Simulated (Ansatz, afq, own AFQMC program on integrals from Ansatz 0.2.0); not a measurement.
Two steps: Ansatz 0.2.0 writes the Fock matrix and Cholesky factors of the valence space, and afq projects on them the lowest state that overlaps trial and start.

```yaml
crystal:
  periodic: [false, false, false]
  atoms:
    - {symbol: Hf, position_ang: [0.000000, 0.000000, 0.000000]}
    - {symbol: C, position_ang: [0.000000, 0.000000, 1.798320]}
basis:
  gaussian: {orbitals: def2-TZVPP}
magnetization: {spin_polarized: true, initial_magnetization: 4}
correlation: {method: ccsd_t, electrons: outside_noble_gas, hamiltonian_folder: ham}
```

```sh
$ ansatz run in.yaml --threads 1 --pin off --events-out ev --progress --plain --max-ram 15360MiB --backend cuda --devices 0, --max-vram 18GiB
```

Options of the walk:

```
--method free --trial cisd --walkers 1000 --time-step 0.03 --max-blocks 4000 --target-error 0.00034 --factor-cut 1e-05 --seed 661 --times 0,0.3,0.6,1.2,1.8,2.4,3.6,4.8,6 --taylor-order 8
```

Times are imaginary, in 1/Eh. The walk had a cap of 120 s. Core potentials past Kr, no spin–orbit coupling.

afq prints:

```
orbitals 82  electrons 6 2  factors 564 of 564
reference energy -85.10684529 Eh
CCSD correlation -0.18678865 Eh in 17 cycles, weight of the determinant in the CISD state 0.8827
repeat  energy at the last time / Eh  error
    10  -85.305786  0.000893
    20  -85.306186  0.000680
    30  -85.306436  0.000511
    40  -85.306366  0.000454
    50  -85.306393  0.000380
    60  -85.306432  0.000342
time / (1/Eh)  energy / Eh  error  mean overlap
  0.00  -85.293597  0.000037  1.1327
  0.30  -85.300468  0.000062  1.1330
  0.60  -85.303155  0.000073  1.1341
  1.20  -85.305077  0.000088  1.1404
  1.80  -85.305895  0.000113  1.1473
  2.40  -85.306117  0.000129  1.1558
  3.60  -85.306643  0.000199  1.1732
  4.80  -85.306702  0.000248  1.1817
  6.00  -85.306428  0.000337  1.2057
energy -85.306428 +/- 0.000337 Eh
```

The run passed its tests (error under three times the target), which doesn't prove that it has relaxed.

Against this walk (error 9.2 meV) on the same determinant: CCSD(T) 32.1 meV higher, CCSDT(Q) 19.4 meV lower. The error is statistical, and a free projection of finite length keeps a remainder of its start.

Cautions: remainder of the start not in the error; no spin-orbit coupling; outer-core shells of the metal frozen; another spin lies lower; (T) is large, 6 % of the CCSD correlation.

The walk took 70 s on 1 × NVIDIA H100 80GB HBM3 with 2 threads of AMD EPYC 7R13 Processor (Zen 3) (shared host) (the card was shared). The log's last line is the free-projection energy.

CCSDT and higher add their correlation energy to the determinant of the CCSD(T) run, since their own runs factorise the integrals more tightly (a shift of under 2 meV). A walk keeps the symmetry of its determinant, which the program's search chose and which needn't be the lowest solution, so a lower state of the same spin and another symmetry isn't excluded.
